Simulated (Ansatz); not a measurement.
# AlSiH2 (sextet): the correlation ladder, def2-QZVPP

The task here is to estimate one member of a computed series from the others.

Method: def2-QZVPP, core rule «outside noble gas», up to 10 orbitals frozen; program: Ansatz 0.2.0, Gaussian basis.

The runs, in order: UHF; ROHF; CCSD(T) on UHF.

## What is computed

The geometry is a PBE0/def2-TZVP stationary point (not a proven minimum) of the parent state, kept for this charge and spin.

4 atoms, charge 0, spin multiplicity 6.

Atoms are counted from 1 here; the program's logs count them from 0.

Bond lengths: Si1–Al2 2.337 Å, Si1–H3 1.490 Å, Si1–H4 1.490 Å. Angles: Al2–Si1–H3 125.4°, Al2–Si1–H4 125.4°, H3–Si1–H4 109.2°.

Geometry (Å):

```
Si    0.0000    0.0000    1.0744
Al    0.0000    0.0000   -1.2631
H     0.0000    1.2144    1.9373
H     0.0000   -1.2144    1.9373
```

Set-up of the first run:

Input file in.yaml:

```yaml
crystal:
  periodic: [false, false, false]
  atoms:
    - {symbol: Si, position_ang: [0.000000, 0.000000, 1.074378]}
    - {symbol: Al, position_ang: [0.000000, 0.000000, -1.263082]}
    - {symbol: H, position_ang: [0.000000, 1.214383, 1.937350]}
    - {symbol: H, position_ang: [0.000000, -1.214383, 1.937350]}
basis:
  gaussian: {orbitals: "def2-QZVPP.json"}
magnetization: {spin_polarized: true, initial_magnetization: 5}
hamiltonian: {xc: hf}
output: {orbitals: {seedname: orbitals}}
```

Command:

```bash
$ ansatz run in.yaml --threads 1 --pin off --events-out ev --progress --plain --max-ram 2393MiB
```

Steps of the session up to this table: UHF; ROHF; CCSD(T) on UHF.

One of the session's tables, all rows but one given; the rest of the session is left out.

It belongs to the step «Misses and costs». 

```
  method  from UCCSD(T) (kcal/mol)
    ROHF                   +100.42
     UHF                         ?
    UMP2                    +21.52
   UCCSD                     +3.78
UCCSD(T)                         0
```

Estimate the missing values for UHF.

**Answer.** from UCCSD(T) (kcal/mol): +98.97. In the column «from UCCSD(T) (kcal/mol)» it lies between UMP2 (+21.52) and ROHF (+100.42).
